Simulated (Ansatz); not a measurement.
We consider hcp Lu, described by PBE+SOC (PAW; Ansatz, an electronic-structure program).

Output (set-up and result lines):

```
Relaxation: its limit of steps is 80 (relax.max_steps)
Crystal: 2 atoms, lattice volume = 55.478 Å³
Basis set: ecut = 520 eV, 1485 PW (Γ), exchange–correlation on 54×54×90 points (8 copies of the dense FFT grid, shifted against one another)
Bands: 62, of which v1, the nominal top of the filled ones, is band 50 counted from 1 (49 counted from 0)
Symmetry: 24 space group operations + 24 with time reversal
k-points: 222 of 3240
Initial density: superposition of atomic densities (chi_scale 0.1, normalization cell)
Functional: x = pbe(κ = 0.804, μ = 0.2195149727645171), c = pbe(β = 0.06672455060314922)
spin=Noncollinear: Kerker preconditioning applied to the charge; magnetization (m_x, m_y, m_z) channels mix plain (no charge-response kernel on spin).
SCF 1 converged in 8 iterations: F = -29499.140923 eV  dr2 = 3.09e-8
Crystal: 2 atoms, lattice volume = 55.478 Å³
Initial density: handed on by an earlier stage of this run
spin=Noncollinear: Kerker preconditioning applied to the charge; magnetization (m_x, m_y, m_z) channels mix plain (no charge-response kernel on spin).
SCF 2 converged in 4 iterations: F = -29499.140929 eV  dr2 = 7.62e-10
Crystal: 2 atoms, lattice volume = 55.478 Å³
spin=Noncollinear: Kerker preconditioning applied to the charge; magnetization (m_x, m_y, m_z) channels mix plain (no charge-response kernel on spin).
SCF 3 converged in 6 iterations: F = -29499.140929 eV  dr2 = 1.29e-12
SCF converged after 6 iterations
Free energy (F): -29499.140929 eV
Internal energy: -29499.113581 eV  (E = F + TS)
E sigma→0 (E₀):  -29499.127255 eV
Fermi energy:    14.468660 eV
--- Forces (eV/Å), atoms counted from 1 ---
  atom   1  Lu    -0.00000000    -0.00000000     0.00000000
  atom   2  Lu     0.00000000     0.00000000    -0.00000000
--- Stress (GPa, compression-positive) ---
        2.047208      -0.000000       0.000000
       -0.000000       2.047208      -0.000000
        0.000000      -0.000000       2.044406
  P = ⅓ Tr σ = 2.0463 GPa (20.463 kbar)
```

Problem. Write an input file that could have produced this run (the log leaves some choices open).

Solution. Several could match; the one computed here: 
Ansatz 0.2 input:
```yaml
crystal:
  lattice:
    - [1.7251315799, -2.9880155461, 0.0]
    - [1.7251315799, 2.9880155461, 0.0]
    - [0.0, 0.0, 5.3812619248]
  atoms:
    - { symbol: Lu, position: [0.3333333333, 0.6666666667, 0.25] }
    - { symbol: Lu, position: [0.6666666667, 0.3333333333, 0.75] }
basis:
  ecutwfc: 520
  ecutrho_ratio: 4
  xc_grid: 2
kpoints:
  mp_grid: { grid: [18, 18, 10] }
hamiltonian:
  xc: pbe
  dispersion: none
  pseudopotentials: { kind: paw }
scf:
  occupations: { method: fermi_dirac, width: 0.05 }
output:
  forces: true
  stress: true
  eigenvalues: true
magnetization:
  noncollinear: true
  spin_orbit: true
relax:
  f_tol: 0.004
  escape_saddle: false
  max_steps: 80
  cell: { stress_tol: 0.02, fix: [volume] }
```

The cell is one volume of an energy–volume scan, off the minimum.
